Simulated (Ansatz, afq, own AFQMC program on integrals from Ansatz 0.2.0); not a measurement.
# The B2–H4 bond of BHClF, singlet, worked out

| atom | x (Å) | y (Å) | z (Å) |
| --- | --- | --- | --- |
| F | 1.2486 | 0.2826 | -0.4643 |
| B | 0.1025 | -0.0761 | 0.0624 |
| Cl | -1.3717 | 0.5706 | -0.6108 |
| H | 0.0762 | -0.8373 | 0.9924 |

The molecule and both fragments are relaxed with PBE0/def2-SVP; the fragments keep their bonds.

Basis def2-TZVP. Noble-gas cores (and the filled d shells of Ga–Kr and In–Xe) are frozen. Integrals, coupled cluster, full CI and functionals: Ansatz 0.2.0; the random walks run on the same integrals in our own AFQMC program. The CISD trial takes its coefficients from CCSD amplitudes. Released means that phaseless walkers are propagated on without the constraint, phases kept. Uncertainties: one standard error, sampling alone.

Total energies in eV. CBS is CCSD(T) at the limit of def2-TZVPP/QZVPP (extrapolated itself); the highest rung of each member is named.

Cautions: BClF (doublet): the released value is read at 1.50 1/Eh with a noise of 12 meV, more than in the cases checked (meV from the phaseless value at times in 1/Eh: -6 ± 6 at 0.24, -17 ± 8 at 0.51, -18 ± 16 at 0.99, -4 ± 12 at 1.50).

```json
{"member": "BClF, doublet", "count": "+1", "CCSD(T)/def2-TZVP": "-15898.7569", "highest rung in def2-TZVP": "-15898.7922 ± 0.0119", "which": "released AFQMC", "CCSD(T)/CBS": "-15901.6874"}
{"member": "H (doublet)", "count": "+1", "CCSD(T)/def2-TZVP": "-13.6005", "highest rung in def2-TZVP": "-13.6005", "which": "FCI", "CCSD(T)/CBS": "-13.6059"}
{"member": "BHClF, singlet", "count": "-1", "CCSD(T)/def2-TZVP": "-15917.0922", "highest rung in def2-TZVP": "-15917.1350", "which": "CCSDT(Q)", "CCSD(T)/CBS": "-15920.1370"}
```

Task: Work out the best estimate of the bond energy: the CCSD(T)/CBS difference plus the step from CCSD(T) to the highest rung.

Result: Sums with the counts: CCSD(T)/CBS 4.8437 eV, highest rung 4.7423 eV, CCSD(T)/def2-TZVP 4.7348 eV. The step is 4.7423 − 4.7348 = 0.0075 eV, so the best estimate is 4.8437 + (0.0075) = 4.8512 eV = 111.9 kcal/mol, with sampling noise 0.012 eV. The step is under twice that noise, so its sign is open. The basis set is worth 0.109 eV of it. Zero-point, core-correlation and spin–orbit terms aren't in it. Past Ne the Hartree–Fock part of each CBS total tends to overshoot, since the cores don't follow the formula; that largely cancels in the difference.

Best estimates are given only where the step beyond CCSD(T) is under 0.3 eV and no member's determinant is very poor (T1 over 0.05, or 0.07 for open shells, ⟨S²⟩ too high by 0.3, two states mixed), so the hardest cases are missing from such tables.

CCSDT and higher add their correlation energy to the determinant of the CCSD(T) run, since their own runs factorise the integrals more tightly (a shift of under 2 meV). Each member of a difference takes its own highest rung, so a best estimate needn't equal the limit plus the step of one row. A walk keeps the symmetry of its determinant, which the program's search chose and which needn't be the lowest solution, so a lower state of the same spin and another symmetry isn't excluded. Released energies are given only where the last usable release times agree within the noise; a slower fall can still hide under it.
